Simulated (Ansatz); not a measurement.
A nudged elastic band was laid between two geometries of H$_{3}$S$_{2}$Si (6 atoms, charge -1, multiplicity 1).

Method: RKS r2SCAN/def2-SVP (Ansatz 0.2.0).

```
movable images  : 7
climbing image  : yes
spring          : 5.0 eV/Å²
optimiser       : quadratic models (default)
start path      : through a guess of the saddle point
force threshold : 0.05 eV/Å
iteration limit : 60
end points      : relaxed
```

Initial state:

```xyz
6
Properties=species:S:1:pos:R:3
Si -0.328 -0.514 -1.205
S -0.534 0.392 0.871
S 1.106 -0.362 1.998
H -1.839 -0.831 -1.292
H -0.493 0.853 -1.914
H 2.087 0.461 1.542
```

Final state:

```xyz
6
Properties=species:S:1:pos:R:3
Si 0.061 -0.695 -0.560
S -1.342 1.112 -0.761
S 0.827 -0.591 1.604
H -1.128 -1.556 -0.099
H -0.482 1.873 -1.476
H 2.064 -0.143 1.293
```

(1) Which bonds break or form, and what moves?

(2) Give the energies along the band, and the barrier.

(3) What is the geometry of the highest image?

## Answers

(1) Bonds broken: Si1–H5, S2–S3. Bonds formed: Si1–S3, S2–H5.

(2) The forces met the threshold. The highest image is number 4 of 0 to 8, 113.0 kJ/mol above the first end and 240.3 kJ/mol above the last; the last end lies 127.3 kJ/mol below the first. A structure lower than the first end lies on the path between it and the top, so the climb from that side starts below the end, which may itself be a saddle point or a shallow side well. A vibrational analysis at the climbing image gives one clearly imaginary mode, 571i cm⁻¹: a first-order saddle point. The orbitals stay closed-shell, which can raise the energy where a bond breaks towards radicals; this wasn't checked here. Limits of this set-up: an anion without diffuse functions, the dipole of an ion depends on the origin.

```
image  path coordinate (Å)  energy (kJ/mol)  Si1–H5 (Å)  S2–S3 (Å)  Si1–S3 (Å)
    0                 0.00              0.0        1.55       2.13        3.51
    1                 0.51             -0.5        1.55       2.13        3.50
    2                 1.01              1.5        1.55       2.12        3.51
    3                 1.52             46.3        1.66       2.26        3.52
    4                 2.02            113.0        2.00       2.68        3.46
    5                 2.68              1.5        2.46       2.96        2.85
    6                 3.34            -98.1        2.72       3.18        2.36
    7                 4.00           -120.8        2.76       3.47        2.28
    8                 4.66           -127.3        2.78       3.63        2.30
```

(3) 
```xyz
6
Properties=species:S:1:pos:R:3:forces:R:3
Si -0.157 -0.570 -1.276 -0.01 0.00 0.00
S -0.352 1.024 0.124 0.01 0.00 0.00
S 0.849 -0.424 2.028 0.00 0.00 0.00
H -1.509 -1.314 -1.021 0.01 0.00 0.00
H -0.838 1.316 -1.305 0.00 0.00 0.01
H 2.006 -0.031 1.450 0.00 0.00 0.00
```

Time of the run: 2.8 min on 1 thread of Intel(R) Xeon(R) 6975P-C (Granite Rapids), on a shared host, peak memory 0.15 GiB.
